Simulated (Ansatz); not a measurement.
# C4H6O: the cost of one run

Computed with the Python package of Ansatz 0.2.0. Level of theory: r2SCAN/def2-SVP.

### Step 1. Starting point

Bond lengths: O1–C2 1.424 Å, C2–C3 1.492 Å, C3–C4 1.435 Å, C3–C5 1.432 Å, C4–C5 1.302 Å, O1–H6 0.972 Å, C2–H7 1.095 Å, C2–H8 1.095 Å, C3–H9 1.082 Å, C4–H10 1.062 Å, C5–H11 1.062 Å. Angles (14 of 19 angles, heavy atoms first): O1–C2–C3 112.9°, C2–C3–C4 122.0°, C2–C3–C5 123.4°, C4–C3–C5 54.0°, C3–C4–C5 62.9°, C3–C5–C4 63.1°, O1–C2–H7 108.5°, O1–C2–H8 107.4°, C3–C2–H7 110.6°, C3–C2–H8 109.7°, C2–O1–H6 106.9°, C2–C3–H9 112.4°, C4–C3–H9 116.1°, C5–C3–H9 117.3°.

No structure file is read: the coordinates are typed or built in the script.

### Step 2. The script

Contents of torsion.py:

```python
import logging
import sys

import ansatz as az
from ase import Atoms

logging.basicConfig(stream=sys.stdout, format='%(levelname)s %(message)s')
logger = logging.getLogger('ansatz_job')
logger.setLevel(logging.INFO)

BASIS_SET = 'def2-SVP'
FUNCTIONAL = 'r2scan'
FORCE_TOL = 0.02


def main() -> None:
    atoms = Atoms(['O', 'C', 'C', 'C', 'C', 'H', 'H', 'H', 'H', 'H', 'H'], positions=[
        [-1.6363, 0.3955, -0.6573],
        [-1.0568, -0.4509, 0.3303],
        [0.4335, -0.4891, 0.2594],
        [1.2262, 0.707, 0.2602],
        [1.1837, 0.024, -0.8476],
        [-1.2118, 1.2653, -0.5675],
        [-1.3874, -0.1094, 1.317],
        [-1.4596, -1.457, 0.1753],
        [0.8494, -1.3353, 0.7904],
        [1.5841, 1.5474, 0.8012],
        [1.4749, -0.0975, -1.8613],
    ])

    first = (
        az.Crystal.molecule_from_ase(atoms).calculation()
        .basis(gaussian=BASIS_SET)
        .functional(FUNCTIONAL)
        .scf(lower_state_search='light')
        .relax(force_tolerance=FORCE_TOL, max_steps=80)
    )
    atoms.positions = first.run(threads=1).report['positions_ang']

    start = atoms.get_dihedral(3, 2, 1, 0)
    energies = {}
    for turn in range(0, 360, 40):
        turned = atoms.copy()
        turned.set_dihedral(3, 2, 1, 0, start + turn, indices=[0, 1, 5, 6, 7])
        setup = (
            az.Crystal.molecule_from_ase(turned).calculation()
            .basis(gaussian=BASIS_SET)
            .functional(FUNCTIONAL)
            .scf(lower_state_search='light')
        )
        energies[round((start + turn) % 360)] = setup.run(threads=1).report['free_energy_ev']
    floor = min(energies.values())
    logger.info('dihedral C3-C2-C1-O0 (deg)   E - E(min) (kJ/mol)')
    for angle, e in sorted(energies.items()):
        logger.info(f'{angle:8d} {96.485332 * (e - floor):14.3f}  ' + '#' * int(30 * (e - floor) / max(max(energies.values()) - floor, 1e-9)))


if __name__ == '__main__':
    main()
```

### Step 3. The input behind the calls

The engine receives this input (first run):

```yaml
crystal:
  periodic: [false, false, false]
  atoms:
    - { symbol: O, position_ang: [-1.6363, 0.3955, -0.6573] }
    - { symbol: C, position_ang: [-1.0568, -0.4509, 0.3303] }
    - { symbol: C, position_ang: [0.4335, -0.4891, 0.2594] }
    - { symbol: C, position_ang: [1.2262, 0.707, 0.2602] }
    - { symbol: C, position_ang: [1.1837, 0.024, -0.8476] }
    - { symbol: H, position_ang: [-1.2118, 1.2653, -0.5675] }
    - { symbol: H, position_ang: [-1.3874, -0.1094, 1.317] }
    - { symbol: H, position_ang: [-1.4596, -1.457, 0.1753] }
    - { symbol: H, position_ang: [0.8494, -1.3353, 0.7904] }
    - { symbol: H, position_ang: [1.5841, 1.5474, 0.8012] }
    - { symbol: H, position_ang: [1.4749, -0.0975, -1.8613] }
basis:
  gaussian:
    orbitals: def2-SVP
hamiltonian:
  xc: r2scan
scf:
  lower_state_search: light
relax:
  f_tol: 0.02
  max_steps: 80
```

### Step 4. Launch

Command:

```console
> python torsion.py
```

**Question.** How long does this script take on 1 thread of Arm Neoverse V2, shared host, and how much memory does it need?

About 72 s, with a peak of 0.28 GiB.
